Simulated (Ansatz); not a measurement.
## Structure relaxation of Ti2O

These are results of Ansatz 0.2.0, DFT r2SCAN, scalar-relativistic, plane waves, PAW, not measurements. Cutoff 500 eV, Γ-centred k mesh, Gaussian smearing, no spin polarisation in the final step.

The start is a database structure of Ti2O, space group P-3m1 (No. 164).

```
CELL_PARAMETERS angstrom
2.91940 0.00000 0.00000
-1.45970 2.52827 0.00000
0.00000 0.00000 4.71300
ATOMIC_POSITIONS crystal
Ti 0.66667 0.33333 0.27874
Ti 0.33333 0.66667 0.72126
O 0.00000 0.00000 0.00000
```

Steps on the 6×6×4 mesh (3 atoms). 5 of 5 steps are shown, and the free energy counts from the last. Trial steps that were taken back and renewals of the plane-wave basis can be among the rows.

```csv
step,ΔF (meV/atom),V (Å³/atom),P (GPa),largest force component (eV/Å)
1,29.3,11.60,9.10,0.937
2,8.6,12.36,-3.52,0.288
3,0.7,12.17,-0.94,0.012
4,0.4,12.10,0.24,0.033
5,0.0,12.10,0.24,0.032
```

A final relaxation ran on a 18×18×10 mesh. The relaxed crystal, P-3m1 (No. 164):

```
Ti O
1.0
     2.95137    0.00000    0.00000
    -1.47568    2.55596    0.00000
     0.00000    0.00000    4.81319
Ti O
2 1
Direct
  0.66667 0.33333 0.26887
  0.33333 0.66667 0.73113
  0.00000 0.00000 0.00000
```

For Ti2O, the volume per atom is 12.10 Å³. The density is 5.11 g/cm³, the energy over the elements is -1.99 eV/atom and the gap on the 18×18×10 mesh is 0 eV (a metal).

Formation energies are uncorrected and refer to the elements' standard structures at the same level (O₂ as a molecule).

The final run used a 18×18×10 mesh on its 3-atom cell and 0.10 eV smearing. For metals, differences of a few meV/atom aren't resolved.

Symmetry constrained the relaxation, so the result can be a saddle point.

Cost: 3 runs of about 1.3 core-minutes in all, on Intel Xeon 6975P-C (Granite Rapids) (shared hosts).